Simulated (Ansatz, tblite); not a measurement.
# The cluster Sn2Ge2: a ladder of methods and basis sets

How do method and basis change the picture of the cluster Sn2Ge2 (singlet)?

Computed with Ansatz 0.2.0, Gaussian basis. Level: as each input shows.

Plan: GFN1-xTB, GFN2-xTB, PBE-D4/def2-TZVP, r2SCAN-D4/def2-TZVP, LDA/def2-TZVP, revPBE-D4/def2-TZVP, PBE+10HF/def2-SVP, PBE+15HF/def2-SVP, PBE+40HF/def2-SVP, PBE-D4/def2-SVP, PBE0-D4/def2-SVP, PBE0-D4/def2-TZVPD, PBE-D4/def2-TZVPD, r2SCAN-D4/def2-TZVPD, CCSD(T)/def2-TZVPP, MP2/def2-TZVP, RPA/def2-TZVP.

6 further runs of the same task are left out: 6 set aside as unsound or not needed.

## (1) The structure

The geometry is that of the singlet, from an earlier relaxation (PBE0-D4/def2-SVP). At that level it is the lowest of the isomers that a small search found.

4 atoms, charge 0, spin multiplicity 1.

Bond lengths: Ge1–Ge2 2.389 Å, Ge1–Sn4 2.596 Å, Ge2–Sn3 2.701 Å, Sn3–Sn4 2.900 Å. Angles: Ge2–Ge1–Sn4 127.5°, Ge1–Ge2–Sn3 66.0°, Ge2–Sn3–Sn4 105.9°, Ge1–Sn4–Sn3 60.6°.

Sn takes a core potential in the def2 sets. No spin-orbit coupling is included.

PBE0-D4/def2-TZVP was run before; its log isn't repeated, and its numbers join the tables.

## (2) GFN1-xTB

Tight binding, by tblite at 300 K electronic temperature and without a spin-polarisation term:

```python
tblite.interface.Calculator('GFN1-xTB', numbers, positions, charge=0, uhf=0).singlepoint()
```

Energy -226.5315 eV, HOMO -9.62 eV, LUMO -8.85 eV; 0.006 s.

## (3) GFN2-xTB

Tight binding, by tblite at 300 K electronic temperature and without a spin-polarisation term:

```python
tblite.interface.Calculator('GFN2-xTB', numbers, positions, charge=0, uhf=0).singlepoint()
```

Energy -221.1384 eV, HOMO -8.68 eV, LUMO -7.19 eV; 0.01 s.

## (4) PBE-D4/def2-TZVP

start.molden holds the orbitals of an earlier run on this state, given as this run's starting guess.

in.yaml reads:

```yaml
crystal:
  periodic: [false, false, false]
  atoms:
    - {symbol: Ge, position_ang: [-1.096676, -0.529673, 0.273373]}
    - {symbol: Ge, position_ang: [-0.211609, -1.098628, -1.871981]}
    - {symbol: Sn, position_ang: [1.348590, 0.589702, -0.453859]}
    - {symbol: Sn, position_ang: [-0.040305, 1.038599, 2.052467]}
basis:
  gaussian: {orbitals: def2-TZVP, initial_orbitals: start.molden}
hamiltonian: {xc: pbe, dispersion: d4}
scf: {omitted_lower_state_checks: [starts]}
output: {orbitals: {seedname: orbitals}}
```

The run is started by

```bash
> ansatz run in.yaml --threads 2 --pin off --events-out ev --progress --plain --max-ram 32768MiB --backend cpu
```

The runs that follow: r2SCAN-D4/def2-TZVP; LDA/def2-TZVP; revPBE-D4/def2-TZVP; PBE+10HF/def2-SVP; PBE+15HF/def2-SVP; PBE+40HF/def2-SVP; PBE-D4/def2-SVP; PBE0-D4/def2-SVP; PBE0-D4/def2-TZVPD; PBE-D4/def2-TZVPD; r2SCAN-D4/def2-TZVPD; CCSD(T)/def2-TZVPP; MP2/def2-TZVP; RPA/def2-TZVP.

Before running them: what should the planned runs give, taken together? Wanted: gap in def2-TZVP, named functionals, smallest and largest; gap over the share of exact exchange; correlation energy, CCSD(T)/def2-TZVPP; correlation energy, MP2/def2-TZVP; binding an atom, CCSD(T)/def2-TZVPP; PBE0 total energy, smallest basis above largest.

The runs gave:

```
                                                 quantity                             value
gap in def2-TZVP, named functionals, smallest and largest  1.03 eV (LDA), 2.45 eV (PBE0-D4)
                     gap over the share of exact exchange      1.08 eV at 0, 3.29 eV at 0.4
                   correlation energy, CCSD(T)/def2-TZVPP                         -30.36 eV
                        correlation energy, MP2/def2-TZVP                         -30.24 eV
                      binding an atom, CCSD(T)/def2-TZVPP                          2.382 eV
          PBE0 total energy, smallest basis above largest   14.53 eV (def2-SVP, def2-TZVPD)
```

What this shows: Over the named functionals in def2-TZVP the gap runs from 1.03 eV (LDA) to 2.45 eV (PBE0-D4); exact exchange widens it. Raising the share of exact exchange from 0 to 0.4 moves the HOMO by -1.33 eV and the LUMO by +0.88 eV. The functionals in def2-TZVP miss CCSD(T)/def2-TZVPP by +0.073 (PBE0-D4) to +0.692 eV (LDA) an atom. The reference is CCSD(T) in one finite basis, so it carries an error of its own, often a tenth of an eV or more, and near misses can't be ranked.
